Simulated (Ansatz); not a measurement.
## How far each method lies from full CI for GaGe, quartet

Geometry: a point of a stretch scan, not a stationary point.

```csv
atom,x (Å),y (Å),z (Å)
Ge,0.0000,0.0000,0.0000
Ga,0.0000,0.0000,6.6940
```

Basis cc-pVDZ; Ansatz 0.2.0. Correlated methods freeze the noble-gas cores and the filled d shells of p-block atoms, which leaves 7 electrons in 26 orbitals. Prefix R: restricted or restricted open-shell reference; prefix U: unrestricted. Active spaces: pair = (5e, 5o) about the gap; valence = (7e, 8o) chosen from the atoms' valence shells. No spin–orbit coupling is included, and no scalar relativity.

Full CI is exact within this basis and frozen core; it isn't the basis-set limit. The frozen core follows each run's orbitals, which can shift R against U totals by a few meV for light atoms and by up to 0.1 eV past Ca.

For open shells CISD is restricted-active-space CI with the open shells as a complete middle space.

The UHF ⟨S²⟩ is 3.769. The T1 diagnostic (RCCSD) is 0.0206 and the largest doubles amplitude (RCCSD) is 0.096.

| level | E − E(full CI) (meV) | share of correlation (%) | wall time |
| --- | --- | --- | --- |
| RHF | 2927 | 0.00 | – |
| RMP2 | 891 | 69.57 | – |
| CISD | 203 | 93.06 | 15 s |
| RCCSD | 56 | 98.09 | – |
| RCCSD(T) | 19 | 99.36 | 33 s |
| BCCD(T) | 18 | 99.37 | 37 s |
| RCCSDT | 4 | 99.88 | – |
| RCCSDT(Q) | 3 | 99.91 | 50 s |

The correlation energy at full CI, counted from RHF, is -2.927 eV. That run took 3.2 min on 1 thread of Arm Neoverse V2, shared host over 5,352,180 determinants.

Run but not shown, since their state, orbitals or frozen core can't be matched to the reference's or they repeat it: UHF, UMP2, UCCSD, UCCSD(T), UCCSDT, UCCSDT(Q), CASSCF (pair space), NEVPT2 (pair space), MRCISD (pair space), MRCISD+Q (pair space), CASSCF (valence space), NEVPT2 (valence space), MRCISD (valence space), MRCISD+Q (valence space), MRCISD+Q(relaxed) (valence space).

Times hold each run's SCF and search for its determinant on a shared host, so for small cases they say little of a method's own cost; they ran on 1 thread of Arm Neoverse V2. Some runs computed forces too.

The full-CI state has the irrep A2 of C2v, in the program's axes (one component, if the state is degenerate).

Natural occupations of full CI about the gap: 1.927 1.905 0.892 0.892 0.790 0.232 0.131 0.131 0.009 0.009; effectively unpaired electrons, Σ n²(2−n)², 3.21.
